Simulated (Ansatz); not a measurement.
What each rung costs, and what it gives

The pair of HF (SMILES F, atoms 1–2) and SiH$_{4}$O (SMILES [SiH3]O, atoms 3–8), both closed shells, in one local arrangement (a lower one may exist), relaxed at PBE0-D4/def2-TZVP:

F1  (-0.630, -0.130, -2.744)
H2  (-0.215, -0.194, -1.904)
Si3  (-0.124, 0.211, 1.058)
O4  (0.518, -0.297, -0.393)
H5  (0.712, 1.289, 1.642)
H6  (-1.476, 0.706, 0.727)
H7  (-0.190, -0.923, 2.015)
H8  (1.404, -0.662, -0.399)
(Å)

Interaction energies are counterpoise-corrected; the time is that of the whole pair.

Ansatz 0.2.0; basis: as named in each row; cores frozen in the correlated methods. B3LYP uses VWN-RPA correlation. Extrapolation: Hartree–Fock as exp(−7.88 √X), correlation as X^−2.97.

Times are rough, for one single point on 4 threads of a shared host (Intel Xeon Platinum 8259CL).

The estimate by CCSD(T) at an estimated basis limit (MP2 extrapolated from triple and quadruple zeta, plus CCSD(T) − MP2 in triple zeta) is -0.359 eV.

```
   method        basis  time (s)  interaction energy (eV)  method less estimate
       HF       STO-3G   under 1                   -0.081                 0.278
   PBE-D4       STO-3G   under 1                   -0.274                 0.085
    SPW92     def2-SVP   under 1                   -0.506                -0.147
   PBE-D4     def2-SVP   under 1                   -0.352                 0.006
 B3LYP-D4        6-31G   under 1                   -0.577                -0.218
  PBE0-D4     def2-SVP   under 1                   -0.380                -0.021
  CCSD(T)     def2-SVP         2                   -0.289                 0.070
   PBE-D4  def2-TZVPPD         2                   -0.372                -0.013
revPBE-D4  def2-TZVPPD         2                   -0.319                 0.040
  BLYP-D4  def2-TZVPPD         2                   -0.350                 0.009
  wB97M-V     def2-SVP         3                   -0.352                 0.006
  PBE0-D4  def2-TZVPPD         3                   -0.384                -0.025
 B3LYP-D4  def2-TZVPPD         3                   -0.377                -0.018
 HSE06-D4  def2-TZVPPD         3                   -0.382                -0.024
r2SCAN-D4  def2-TZVPPD         3                   -0.376                -0.018
   B2PLYP  def2-TZVPPD         6                   -0.346                 0.013
   B97M-V  def2-TZVPPD         6                   -0.345                 0.014
  wB97X-V  def2-TZVPPD         7                   -0.365                -0.006
  wB97M-V  def2-TZVPPD         7                   -0.358                 0.000
      MP2  def2-QZVPPD        13                   -0.347                 0.012
  CCSD(T)  def2-TZVPPD        42                   -0.333                 0.025
```

The T1 diagnostic stays at or below 0.012.
